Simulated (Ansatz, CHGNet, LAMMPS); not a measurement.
**Ladder of methods for the elastic constant C12 of cubic perovskite SrTiO3 (cubic form, which distorts at low temperature)**

Reference value: 103 GPa (measured, 273 K, no zero-point or thermal correction; as tabulated in Frostenson et al. (2021), arXiv:2109.07393).

| level (code) | value (GPa) | cell (Å³/atom) | difference (%) |
|---|---|---|---|
| ionic model catlow1992 (shell model, LAMMPS) | 159 | 12.60 | +54 |
| CHGNet 0.3.0 | 109 | 12.27 | +5.8 |
| LDA (Ansatz) | 111 | 11.45 | +7.8 |
| PBE (Ansatz) | 98.6 | 12.20 | -4.3 |
| PBEsol (Ansatz) | 104 | 11.78 | +1.0 |
| r²SCAN (Ansatz) | 108 | 11.93 | +4.9 |
| HSE06 (Ansatz) | 112 | 11.81 | +8.7 |

The reference is not for a static lattice or low temperature, so close values are not ranked against it. Off by more than 25 %, or 35 % on the side where a correction would as a rule narrow the miss (bounds picked here): ionic model catlow1992 (+54 %).

The measured value isn't corrected to a static lattice, so vibrations enter the comparison.  Ionic model catlow1992, CHGNet 0.3.0, LDA, PBE, PBEsol, r²SCAN, HSE06: the relaxation could not lower the start's symmetry, so the cell can be a saddle point above a distorted one. Each level is taken at its own relaxed cell. Cutoffs differ between the levels. Ansatz's density-functional and Hartree–Fock values are scalar-relativistic unless marked +SOC, with PAW data made under PBE.

Empirical potentials (ionic model catlow1992) are fitted to chosen data: where that held the value shown, agreement is built in, and what lay outside the fit can be far off. Machine-learned potentials (CHGNet 0.3.0) are trained on DFT data: a solid inside that data is no test of them.

Differences are worked out from the printed values.

Ansatz is an electronic-structure program.
